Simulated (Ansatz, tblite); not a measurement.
# The cluster Cu₂F₂−: which isomer is lowest

Aim: relax the candidate shapes of the cluster Cu₂F₂− that a cheap search turned up, and see how the levels of theory order them.

Computed with Ansatz 0.2.0, Gaussian basis. Level: relaxed with PBE0-D4/def2-SVPD, doublet.

## (1) Starting geometry

4 atoms, charge -1, spin multiplicity 2.

Atoms are counted from 1 here; the program's logs count them from 0.

Bond lengths: Cu1–Cu2 2.201 Å, Cu1–F3 1.814 Å, Cu2–F4 1.814 Å. Angles: Cu2–Cu1–F3 179.7°, Cu1–Cu2–F4 179.7°.

As a file:

```xyz
4

Cu    0.1400    1.0910   -0.0346
Cu   -0.1371   -1.0914    0.0247
F     0.3627    2.8906   -0.0742
F    -0.3656   -2.8902    0.0841
```

No spin-orbit coupling is included. The ion is computed in the gas phase, without counter-ions or solvent.

A search from random starts with GFN1-xTB found 7 distinct shapes; 2 go on here. The structure above is candidate A, which lies 0.00 eV above the lowest at that level; B lies 2.73 eV above the lowest at that level.

## (2) Relaxing candidate A

Contents of in.yaml:

```yaml
crystal:
  periodic: [false, false, false]
  atoms:
    - {symbol: Cu, position_ang: [0.140000, 1.091030, -0.034620]}
    - {symbol: Cu, position_ang: [-0.137050, -1.091390, 0.024710]}
    - {symbol: F, position_ang: [0.362670, 2.890620, -0.074200]}
    - {symbol: F, position_ang: [-0.365620, -2.890250, 0.084120]}
basis:
  gaussian: {orbitals: def2-SVPD}
total_charge: -1
magnetization: {spin_polarized: true, initial_magnetization: 1}
hamiltonian: {xc: pbe0, dispersion: d4}
scf: {lower_state_search: "off"}
output: {orbitals: {seedname: orbitals}}
relax: {f_tol: 0.02, max_steps: 100}
```

Launch:

```
$ ansatz run in.yaml --threads 4 --pin off --events-out ev --progress --plain --max-ram 3916MiB
```

Standard output (excerpt; [...] marks lines left out):

```text
Functional definition: PBE0
  name "PBE0"
  cite "Adamo & Barone, J. Chem. Phys. 110, 6158 (1999) doi:10.1063/1.478522"
  cite "Perdew, Burke & Ernzerhof, Phys. Rev. Lett. 77, 3865 (1996) doi:10.1103/PhysRevLett.77.3865"
  parent pbe
[...]
1236 factors; integrals over basis functions are off by at most 2.0e-4 eV
[...]
mean field -94683.38712646 eV, -3479.5502981927 hartree, gradient 3.3e-6 eV, S^2 0.759834; 0 other end points of the search recorded, 0 dependent functions left out
[...]
reference -94683.38716296 eV, -3479.5502995337 hartree; 39, 38 occupied and 75, 76 virtual orbitals, 1236 factors
relax step   1: F+E_penalty+E_count = -94683.44932796 eV  Δ(F+E_penalty+E_count) = +0.000e0 eV  max|allowed force component| = 1.028e0 eV/Å  Δτ_max = 0.0000 Å  (90 SCF iters, accepted)
[...]
relax step   7: F+E_penalty+E_count = -94683.69665901 eV  Δ(F+E_penalty+E_count) = +1.128e-4 eV  max|allowed force component| = 2.227e-2 eV/Å  Δτ_max = 0.0128 Å  (37 SCF iters, rejected (line search))
[...]
relax step   8: F+E_penalty+E_count = -94683.69690920 eV  Δ(F+E_penalty+E_count) = -1.374e-4 eV  max|allowed force component| = 2.967e-3 eV/Å  Δτ_max = 0.0032 Å  (23 SCF iters, accepted)
Total energy: -94683.69694605 eV, -3479.5616838524 hartree
Atom 0 at     0.418309     1.101911     0.027532 Å, force    -0.000111     0.002112    -0.000199 eV/Å
Atom 1 at    -0.418014    -1.101813    -0.026804 Å, force     0.000105    -0.002380     0.000085 eV/Å
Atom 2 at     0.253435     2.921047    -0.103846 Å, force     0.000119    -0.002698     0.000231 eV/Å
Atom 3 at    -0.253729    -2.921136     0.103128 Å, force    -0.000114     0.002967    -0.000118 eV/Å
Dipole moment:     0.000242     0.000207     0.000544 e Å
Checks for a lower state left out: stability, starts, cluster_reference, orbital_swaps, neighbouring_geometries, increment
```

It took 24 s on 4 threads of Arm Neoverse V2, shared host.

Along the way: (the energy doesn't fall at every step)

| step | energy from step 1 (eV) | largest force component (eV/Å) |
| --- | --- | --- |
| 1 | 0.0000 | 1.0282 |
| 2 | -0.1155 | 0.5359 |
| 3 | -0.1658 | 0.3125 |
| 4 | -0.2287 | 0.2439 |
| 5 | -0.1908 | 0.5133 |
| 6 | -0.2474 | 0.0410 |
| 7 | -0.2473 | 0.0223 |
| 8 | -0.2476 | 0.0030 |

Close pairs (by a distance rule), those that changed most:

| bond | before (Å) | after (Å) | change (Å) |
| --- | --- | --- | --- |
| Cu1–Cu2 | 2.201 | 2.358 | +0.157 |
| Cu1–F3 | 1.814 | 1.831 | +0.018 |
| Cu2–F4 | 1.814 | 1.831 | +0.017 |

## (3) Relaxing candidate B

Contents of in.yaml:

```yaml
crystal:
  periodic: [false, false, false]
  atoms:
    - {symbol: Cu, position_ang: [1.500000, 0.034610, 0.021780]}
    - {symbol: Cu, position_ang: [-1.432200, -0.032820, 0.245360]}
    - {symbol: F, position_ang: [0.001460, -1.522060, -0.115710]}
    - {symbol: F, position_ang: [-0.069250, 1.520270, -0.151430]}
basis:
  gaussian: {orbitals: def2-SVPD}
total_charge: -1
magnetization: {spin_polarized: true, initial_magnetization: 1}
hamiltonian: {xc: pbe0, dispersion: d4}
scf: {lower_state_search: "off"}
output: {orbitals: {seedname: orbitals}}
relax: {f_tol: 0.02, max_steps: 100}
```

The command is unchanged.

Standard output (excerpt; [...] marks lines left out):

```text
Functional definition: PBE0
  name "PBE0"
  cite "Adamo & Barone, J. Chem. Phys. 110, 6158 (1999) doi:10.1063/1.478522"
  cite "Perdew, Burke & Ernzerhof, Phys. Rev. Lett. 77, 3865 (1996) doi:10.1103/PhysRevLett.77.3865"
  parent pbe
[...]
1240 factors; integrals over basis functions are off by at most 1.4e-4 eV
[...]
mean field -94682.67456152 eV, -3479.5241119141 hartree, gradient 5.3e-6 eV, S^2 0.760034; 0 other end points of the search recorded, 0 dependent functions left out
[...]
reference -94682.67459196 eV, -3479.5241130326 hartree; 39, 38 occupied and 75, 76 virtual orbitals, 1240 factors
relax step   1: F+E_penalty+E_count = -94682.75278283 eV  Δ(F+E_penalty+E_count) = +0.000e0 eV  max|allowed force component| = 1.350e0 eV/Å  Δτ_max = 0.0000 Å  (22 SCF iters, accepted)
[...]
relax step  17: F+E_penalty+E_count = -94684.03037651 eV  Δ(F+E_penalty+E_count) = -1.078e-2 eV  max|allowed force component| = 4.824e-2 eV/Å  Δτ_max = 0.0311 Å  (37 SCF iters, accepted)
[...]
relax step  18: F+E_penalty+E_count = -94684.03063042 eV  Δ(F+E_penalty+E_count) = -2.539e-4 eV  max|allowed force component| = 2.985e-3 eV/Å  Δτ_max = 0.0102 Å  (22 SCF iters, accepted)
Total energy: -94684.03066461 eV, -3479.5739477834 hartree
Atom 0 at     1.796633    -0.793619    -0.092383 Å, force    -0.001580     0.002196     0.000065 eV/Å
Atom 1 at    -0.554311     0.300259     0.027815 Å, force     0.002985     0.000596    -0.000245 eV/Å
Atom 2 at    -0.049966    -1.499409     0.022411 Å, force    -0.001479    -0.002133     0.000143 eV/Å
Atom 3 at    -1.192346     1.992769     0.042156 Å, force     0.000073    -0.000659     0.000038 eV/Å
Dipole moment:    -0.000731    -0.467352     0.006168 e Å
Checks for a lower state left out: stability, starts, cluster_reference, orbital_swaps, neighbouring_geometries, increment
```

Run time: 53 s. Hardware: 4 threads of Arm Neoverse V2, shared host.

The steps of the relaxation:

| step | energy from step 1 (eV) | largest force component (eV/Å) |
| --- | --- | --- |
| 1 | 0.0000 | 1.3497 |
| 2 | -0.2342 | 0.8465 |
| 3 | -0.3137 | 0.4023 |
| 4 | -0.3495 | 0.2999 |
| 5 | -0.3935 | 0.4839 |
| 6 | -0.5331 | 0.8265 |
| 7 | -0.7347 | 1.0841 |
| 8 | -0.9762 | 0.3801 |
| 9 | -0.9940 | 0.0728 |
| 10 | -0.9949 | 0.0061 |
| 11 | -0.9951 | 0.0715 |
| 12 | -0.9979 | 0.1849 |
| 13 | -1.0341 | 0.2577 |
| 14 | -1.1304 | 0.8779 |
| 15 | -1.2505 | 0.2926 |
| 16 | -1.2668 | 0.3116 |
| 17 | -1.2776 | 0.0482 |
| 18 | -1.2778 | 0.0030 |

The force was under the threshold of 0.02 eV/Å already at step 10, but the program went on to step 18.

Distances of close pairs at the start and the end, largest changes first:

| bond | before (Å) | after (Å) | change (Å) |
| --- | --- | --- | --- |
| Cu1–F4 | 2.168 | 4.089 | +1.921 |
| Cu1–Cu2 | 2.941 | 2.596 | -0.346 |
| Cu2–F4 | 2.104 | 1.809 | -0.295 |
| Cu2–F3 | 2.098 | 1.869 | -0.229 |
| Cu1–F3 | 2.165 | 1.980 | -0.185 |

Contacts that opened: Cu1–F4 2.17 to 4.09 Å.

## (4) The relaxed candidates

| candidate | point group | bonds (count, mean Å) | energy above the lowest (kcal/mol) |
| --- | --- | --- | --- |
| A | C2h | Cu–F 2, 1.83; Cu–Cu 1, 2.36 | 7.7 |
| B | Cs | Cu–F 3, 1.89 | 0.0 |

## (5) Candidate A, GFN1-xTB

Tight binding, by tblite at 300 K electronic temperature and without a spin-polarisation term:

```python
tblite.interface.Calculator('GFN1-xTB', numbers, positions, charge=-1, uhf=1).singlepoint()
```

Energy -533.0626 eV; 0.002 s.

## (6) Candidate A, GFN2-xTB

Tight binding, by tblite at 300 K electronic temperature and without a spin-polarisation term:

```python
tblite.interface.Calculator('GFN2-xTB', numbers, positions, charge=-1, uhf=1).singlepoint()
```

Energy -478.6736 eV; 0.004 s.

## (7) Candidate A, PBE0-D4/def2-TZVPD

start.molden holds the orbitals of an earlier run on this state, given as this run's starting guess.

Contents of in.yaml:

```yaml
crystal:
  periodic: [false, false, false]
  atoms:
    - {symbol: Cu, position_ang: [0.418309, 1.101911, 0.027532]}
    - {symbol: Cu, position_ang: [-0.418014, -1.101813, -0.026804]}
    - {symbol: F, position_ang: [0.253435, 2.921047, -0.103846]}
    - {symbol: F, position_ang: [-0.253729, -2.921136, 0.103128]}
basis:
  gaussian: {orbitals: def2-TZVPD, initial_orbitals: start.molden}
total_charge: -1
magnetization: {spin_polarized: true, initial_magnetization: 1}
hamiltonian: {xc: pbe0, dispersion: d4}
scf: {omitted_lower_state_checks: [starts]}
output: {orbitals: {seedname: orbitals}}
```

Same command.

Standard output:

```text
Functional definition: PBE0
  name "PBE0"
  cite "Adamo & Barone, J. Chem. Phys. 110, 6158 (1999) doi:10.1063/1.478522"
  cite "Perdew, Burke & Ernzerhof, Phys. Rev. Lett. 77, 3865 (1996) doi:10.1103/PhysRevLett.77.3865"
  parent pbe
  parameter a = 0.25
  parameter kappa = 0.804
  parameter beta = 0.06672455060314922
  exchange = (1 - a)*pbe_x(kappa = kappa, mu = beta*pi^2/3) + a*exact_x
  correlation = pbe_c(beta = beta)
these checks for a lower state are left out or cut short: starts
1490 factors; their error is unknown
mean field evaluation 1: about -94690.6574 eV, gradient 1.5e2 eV
mean field evaluation 2: about -94698.0840 eV, gradient 1.2e1 eV
mean field evaluation 4: about -94702.5046 eV, gradient 4.0e0 eV
mean field evaluation 8: about -94702.8571 eV, gradient 8.9e-2 eV
mean field -94702.85713668 eV, -3480.2658078709 hartree, gradient 1.6e-5 eV, S^2 0.761049; 0 other end points of the search recorded, 0 dependent functions left out
reference -94702.85717204 eV, -3480.2658091704 hartree; 39, 38 occupied and 137, 138 virtual orbitals, 1490 factors
Total energy: -94702.91858314 eV, -3480.2680659865 hartree
Checks for a lower state left out: starts
```

Run time: 7.5 s. Hardware: 4 threads of Arm Neoverse V2, shared host; peak memory 0.65 GiB.

Report: HOMO -1.80 eV, LUMO 1.06 eV (over both spins); ⟨S²⟩ 0.761 (pure: 0.75).

## (8) Candidate A, PBE-D4/def2-TZVPD

in.yaml: that of step 7 with these lines changed.

```diff
@@ -11,4 +11,4 @@
 magnetization: {spin_polarized: true, initial_magnetization: 1}
-hamiltonian: {xc: pbe0, dispersion: d4}
+hamiltonian: {xc: pbe, dispersion: d4}
 scf: {omitted_lower_state_checks: [starts]}
-output: {orbitals: {seedname: orbitals}}
+output: {forces: true, orbitals: {seedname: orbitals}}
```

The command is unchanged.

Standard output (excerpt; [...] marks lines left out):

```text
Functional definition: PBE
  name "PBE"
  cite "Perdew, Burke & Ernzerhof, Phys. Rev. Lett. 77, 3865 (1996) doi:10.1103/PhysRevLett.77.3865"
  parent pbe
[...]
1332 factors; their error is unknown
[...]
mean field -94703.75977963 eV, -3480.2989793873 hartree, gradient 1.1e-5 eV, S^2 0.753093; 0 other end points of the search recorded, 0 dependent functions left out
[...]
reference -94703.75982426 eV, -3480.2989810276 hartree; 39, 38 occupied and 137, 138 virtual orbitals, 1332 factors
Total energy: -94703.83171281 eV, -3480.3016228831 hartree
Atom 0 at     0.418309     1.101911     0.027532 Å, force    -0.103912    -0.056726    -0.018447 eV/Å
Atom 1 at    -0.418014    -1.101813    -0.026804 Å, force     0.103845     0.056377     0.018179 eV/Å
Atom 2 at     0.253435     2.921047    -0.103846 Å, force     0.025322    -0.066638     0.008883 eV/Å
Atom 3 at    -0.253729    -2.921136     0.103128 Å, force    -0.025255     0.066987    -0.008615 eV/Å
Dipole moment:     0.000189     0.000180     0.000414 e Å
Checks for a lower state left out: starts
```

Run time: 3.6 s. Hardware: 4 threads of Arm Neoverse V2, shared host.

HOMO -0.75 eV, LUMO -0.08 eV (over both spins); ⟨S²⟩ 0.753 (pure: 0.75).

## (9) Candidate A, r2SCAN-D4/def2-TZVPD

in.yaml: that of step 8 with these lines changed.

```diff
@@ -11,4 +11,4 @@
 magnetization: {spin_polarized: true, initial_magnetization: 1}
-hamiltonian: {xc: pbe, dispersion: d4}
+hamiltonian: {xc: r2scan, dispersion: d4}
 scf: {omitted_lower_state_checks: [starts]}
-output: {forces: true, orbitals: {seedname: orbitals}}
+output: {orbitals: {seedname: orbitals}}
```

Launched as before.

Standard output:

```text
Functional definition: r2SCAN
  name "r2SCAN"
  cite "Furness, Kaplan, Ning, Perdew & Sun, J. Phys. Chem. Lett. 11, 8208 (2020) doi:10.1021/acs.jpclett.0c02405"
  cite "Furness, Kaplan, Ning, Perdew & Sun, J. Phys. Chem. Lett. 11, 9248 (2020) doi:10.1021/acs.jpclett.0c03077"
  parent r2scan
  parameter k0 = 0.174
  parameter k1 = 0.065
  parameter a1 = 4.9479
  exchange = r2scan_x(k0 = k0, k1 = k1, a1 = a1)
  correlation = r2scan_c
these checks for a lower state are left out or cut short: starts
1332 factors; their error is unknown
mean field evaluation 1: about -94718.7639 eV, gradient 5.3e0 eV
mean field evaluation 2: about -94718.9111 eV, gradient 3.6e-1 eV
mean field evaluation 4: about -94718.8920 eV, gradient 9.3e-2 eV
mean field evaluation 8: about -94718.8921 eV, gradient 1.2e-5 eV
mean field -94718.89205061 eV, -3480.8550800888 hartree, gradient 1.2e-5 eV, S^2 0.759165; 0 other end points of the search recorded, 0 dependent functions left out
reference -94718.89207930 eV, -3480.8550811432 hartree; 39, 38 occupied and 137, 138 virtual orbitals, 1332 factors
Total energy: -94718.90802442 eV, -3480.8556671156 hartree
Checks for a lower state left out: starts
```

Run time: 8 s. Hardware: 4 threads of Arm Neoverse V2, shared host.

From the report: HOMO -1.02 eV, LUMO 0.13 eV (over both spins); ⟨S²⟩ 0.759 (pure: 0.75).

## (10) Candidate A, ωB97X-V/def2-TZVPD

in.yaml: that of step 9 with these lines changed.

```diff
@@ -11,3 +11,3 @@
 magnetization: {spin_polarized: true, initial_magnetization: 1}
-hamiltonian: {xc: r2scan, dispersion: d4}
+hamiltonian: {xc: {name: wB97X-V}}
 scf: {omitted_lower_state_checks: [starts]}
```

Same command.

Standard output (excerpt; [...] marks lines left out):

```text
Functional definition: wB97X-V
  name "wB97X-V"
  cite "Mardirossian & Head-Gordon, Phys. Chem. Chem. Phys. 16, 9904 (2014) doi:10.1039/C3CP54374A"
  cite "Becke, J. Chem. Phys. 107, 8554 (1997) doi:10.1063/1.475007"
  cite "Vydrov & Van Voorhis, J. Chem. Phys. 133, 244103 (2010) doi:10.1063/1.3521275"
[...]
      + integral(e_c_pw_opposite_spin*poly(b97_u_opposite, cos0, cos1)) + vv10(b, c)
[...]
1470 factors; their error is unknown
262 factors; integrals over basis functions are off by at most 4.7e-5 eV
[...]
mean field -94710.67779049 eV, -3480.5532115972 hartree, gradient 2.4e-5 eV, S^2 0.761644; 0 other end points of the search recorded, 0 dependent functions left out
reference -94710.67778874 eV, -3480.5532115331 hartree; 39, 38 occupied and 137, 138 virtual orbitals, 1470 factors
Total energy: -94710.67778874 eV, -3480.5532115331 hartree
Checks for a lower state left out: starts
```

Wall time 20 s (4 threads of Arm Neoverse V2, shared host); peak memory 0.89 GiB.

HOMO -3.84 eV, LUMO 3.09 eV (over both spins); ⟨S²⟩ 0.762 (pure: 0.75).

## (11) Candidate A, B97M-V/def2-TZVPD

in.yaml: that of step 10 with these lines changed.

```diff
@@ -11,3 +11,3 @@
 magnetization: {spin_polarized: true, initial_magnetization: 1}
-hamiltonian: {xc: {name: wB97X-V}}
+hamiltonian: {xc: {name: B97M-V}}
 scf: {omitted_lower_state_checks: [starts]}
```

Launched as before.

Standard output (excerpt; [...] marks lines left out):

```text
Functional definition: B97M-V
  name "B97M-V"
  cite "Mardirossian & Head-Gordon, J. Chem. Phys. 142, 074111 (2015) doi:10.1063/1.4907719"
  cite "Becke, J. Chem. Phys. 107, 8554 (1997) doi:10.1063/1.475007"
  cite "Vydrov & Van Voorhis, J. Chem. Phys. 133, 244103 (2010) doi:10.1063/1.3521275"
  # Of w^i u^j: cxij and so on, Table III.
[...]
  gx(w, u) = cx00 + cx01*u + cx02*u^2 + (cx10 + cx11*u)*w
  gss(w, u) = css00 + css02*u^2 + css10*w + (css32*w^3 + css42*w^4)*u^2
  gos(w, u) = cos00 + cos01*u + cos03*u^3 + cos10*w + cos32*w^3*u^2
[...]
      + integral(e_c_pw_mod_opposite_spin*gos(b97_w_opposite, b97_u_opposite)) + vv10(b, c)
[...]
1332 factors; their error is unknown
[...]
mean field -94701.19285222 eV, -3480.2046465452 hartree, gradient 1.4e-5 eV, S^2 0.755295; 0 other end points of the search recorded, 0 dependent functions left out
reference -94701.19291868 eV, -3480.2046489873 hartree; 39, 38 occupied and 137, 138 virtual orbitals, 1332 factors
Total energy: -94701.19291868 eV, -3480.2046489873 hartree
Checks for a lower state left out: starts
```

Wall time 13 s (4 threads of Arm Neoverse V2, shared host).

HOMO -0.90 eV, LUMO -0.03 eV (over both spins); ⟨S²⟩ 0.755 (pure: 0.75).

## (12) Candidate A, CCSD(T)/def2-SVPD

in.yaml: that of step 11 with these lines changed.

```diff
@@ -8,7 +8,7 @@
 basis:
-  gaussian: {orbitals: def2-TZVPD, initial_orbitals: start.molden}
+  gaussian: {orbitals: def2-SVPD, initial_orbitals: start.molden}
 total_charge: -1
 magnetization: {spin_polarized: true, initial_magnetization: 1}
-hamiltonian: {xc: {name: B97M-V}}
-scf: {omitted_lower_state_checks: [starts]}
+correlation: {method: ccsd_t, frozen_orbitals: {Cu: 9, F: 1}}
+scf: {omitted_lower_state_checks: [starts, cluster_reference]}
 output: {orbitals: {seedname: orbitals}}
```

Same command.

Standard output (excerpt; [...] marks lines left out):

```text
Functional definition: HF
  name "HF"
  cite "Fock, Z. Phys. 61, 126 (1930) doi:10.1007/BF01340294"
  parent pbe
[...]
1168 factors; integrals over basis functions are off by at most 7.6e-4 eV
[...]
mean field -94592.94241559 eV, -3476.2265163736 hartree, gradient 4.7e-6 eV, S^2 0.765265; 0 other end points of the search recorded, 0 dependent functions left out
20 core orbitals not correlated: weight in the atoms' cores, before any rotation towards them, 1.000 or more for the frozen orbitals, at most 0.000 for the correlated occupied ones
reference -94592.94241559 eV, -3476.2265163736 hartree; 19, 18 occupied and 75, 76 virtual orbitals, 1168 factors
second order -28.89930722 eV of doubles, -0.00000000 eV of singles
cycle   1  -25.24509004 eV  change     3.7e0 eV  update   2.6e-1
[...]
cycle  21  -26.93184913 eV  change    3.4e-5 eV  update   4.3e-5
perturbative correction -1.05902687 eV, -0.0389185195 hartree
Total energy: -94620.93329158 eV, -3477.2551620936 hartree
Checks for a lower state left out: starts, cluster_reference
```

Wall time 44 s (4 threads of Arm Neoverse V2, shared host); peak memory 1.1 GiB.

Report: Hartree-Fock HOMO -3.39 eV, LUMO 4.30 eV (over both spins); ⟨S²⟩ 0.765 (pure: 0.75); T1 0.058. Doubts: large T1 diagnostic.

## (13) A against B

The energies of B at these levels come from its own runs, whose logs aren't repeated here.

| level | A above B (kcal/mol) | time |
| --- | --- | --- |
| GFN1-xTB | -28.2 | 0.004 s |
| GFN2-xTB | -73.6 | 0.007 s |
| HF/def2-SVPD† | +14.5 |  |
| PBE-D4/def2-TZVPD | 0.0 | 7 s |
| r2SCAN-D4/def2-TZVPD | +3.6 | 18 s |
| B97M-V/def2-TZVPD | +4.4 | 26 s |
| PBE0-D4/def2-TZVPD | +5.7 | 14 s |
| ωB97X-V/def2-TZVPD | +5.4 | 35 s |
| MP2/def2-SVPD† | +11.6 |  |
| CCSD/def2-SVPD† | +10.9 |  |
| CCSD(T)/def2-SVPD† | +11.5 | 83 s |

Times add the two runs; a level without a time comes out of a correlated run. † marks a level with a doubtful state (flagged, unstable, out of aufbau order, or strongly spin-contaminated); such levels are left out of the summary. CCSD(T)/def2-SVPD is no safe reference here (large T1 diagnostic).

## (14) Results

```
                                                         quantity                 value
A above B, range of the levels free of doubt, tight binding aside  0.0 to +5.7 kcal/mol
                                          levels that put A lower    GFN1-xTB, GFN2-xTB
```

The levels disagree on A and B: 2 of 7 put A lower. The search was small, so a lower isomer may exist. Only doublets are compared; another spin may lie lower and prefer another shape.

The anion's highest level is positive in at least one run, so there the basis alone may hold the extra electron.
